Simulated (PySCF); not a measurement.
**Dipole moment and polarisability of `O=CC1=CC1`**

Compound: C4H4O.
Cartesian coordinates in Å at the GFN2-xTB level; atoms count from 1:
```
atom  x, y, z in Å
O1     2.1189    1.4475    0.3039
C2     1.5563    0.4863   -0.1607
C3     0.1716    0.1663    0.0565
C4    -0.9933    0.4446    0.5926
C5    -0.9433   -0.7998   -0.2362
H6     2.0872   -0.2384   -0.8082
H7    -1.6165    1.0675    1.1865
H8    -0.9600   -1.7651    0.2560
H9    -1.4075   -0.8030   -1.2154
```

Level: PBE0/def2-SVPD (PySCF), static field, nuclei fixed, core orbitals frozen in the response. The polarisability tensor in these axes (au):

```
x   63.76  9.04 -3.47
y    9.04 47.31  6.63
z   -3.47  6.63 38.46
```

What are the eigenvalues, a third of the trace, and Δα (Δα² = ½Σ(αi − αj)² over the three pairs)?

Principal values 33.03, 48.73 and 67.76 au; mean 49.84 au = 7.39 Å³ = 8.22 × 10⁻⁴⁰ C²·m²/J; Δα = 30.12 au (60 % of the mean).

What is the dipole moment, and where does it point?

(-2.26, -1.74, -0.47) D, 2.89 D in size, pointing from the negative to the positive side. Measured along this direction, the outermost atoms are O1 at the negative end and H9 and H8 at the positive end.

What molar refraction does this α imply?

Lorentz–Lorenz: R = (4π/3)N_A α = 2.5225 cm³/(mol·Å³) × 7.39 Å³ = 18.6 cm³/mol, in the limit of long wavelengths.

Along which axes do the principal values lie, and how far do the nuclei extend along each?

Largest value along (0.92, 0.40, -0.02), where the nuclei span 4.10 Å; middle along (-0.31, 0.75, 0.59), 3.31 Å; least along (0.25, -0.53, 0.81), 1.81 Å. The response follows the extents in order.

What are the principal values of the traceless quadrupole moment, Θ = ½Σq(3rr − r²1), about the centre of nuclear charge?

-8.93, 1.69, 7.23 D·Å. The values depend on the origin, since the dipole doesn't vanish. The electronic extent ⟨r²⟩ about the same centre is 416 bohr², a root-mean-square distance of 1.80 Å for the 36 electrons.

Sum over states: ᾱ = Σ f/ω², ω in Eh. What share falls to these 6 lowest TDDFT singlets (eV, f)? 3.29, 0.0004; 4.81, 0.1767; 5.28, 0.0004; 6.13, 0.0007; 7.45, 0.0001; 7.49, 0.0179.

They add up to 5.93 au, 11.9 % of the 49.84 au; the largest single term is 5.64 au, from the state at 4.81 eV. Terms in order: 0.03, 5.64, 0.01, 0.01, 0.00, 0.24 au. Higher excitations give the rest. The strengths listed sum to 0.196.

Isolated species at its GFN2-xTB geometry (one conformer only).
